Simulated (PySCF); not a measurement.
## SH⁻: from constants to spectrum

RHF-CCSD(T) constants of SH⁻, ¹Σ⁺ (singlet), closed shell (PySCF, no relativity, basis sets H aug-cc-pVDZ, S aug-cc-pV(D+d)Z; masses 1.0078 and 31.9721 u):

* ωe: 2630.3 cm⁻¹
* ωexe: 52.9 cm⁻¹
* Be: 9.3556 cm⁻¹
* αe: 0.289 cm⁻¹
* D (centrifugal): 0.000473 cm⁻¹

(1) Estimate the standard entropy (1 bar) and heat capacity of the ideal gas at 500 K, rigid rotor with B0 and harmonic oscillator at the fundamental.

Correlated steps freeze 5 core orbitals.

Results:

(1) Translation (Sackur–Tetrode, M = 32.98 u): 163.2 J/(mol K). Rotation: q = kT/(σB0) = 37.7 with σ = 1, 38.5. Vibration: x = hcν0/kT = 7.26, 0.05. S° = 201.7 J/(mol K); Cp = 7R/2 + 0.31 = 29.4 J/(mol K).
